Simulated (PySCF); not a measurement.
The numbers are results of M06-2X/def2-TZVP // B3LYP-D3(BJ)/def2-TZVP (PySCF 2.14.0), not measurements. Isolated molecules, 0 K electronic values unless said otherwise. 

Reference species (SMILES): `[CH2]C` (neutral, multiplicity 2).

```
Property                          Value
-----------------------------  --------
highest occupied spin orbital  -6.96 eV
```

Changed species: `C[Si](C)C` (radical fragment; the reference has radical fragment).

Task: What does the change do to the highest occupied spin orbital?

Result: the highest occupied spin orbital increases by 0.83 eV, to -6.13 eV.
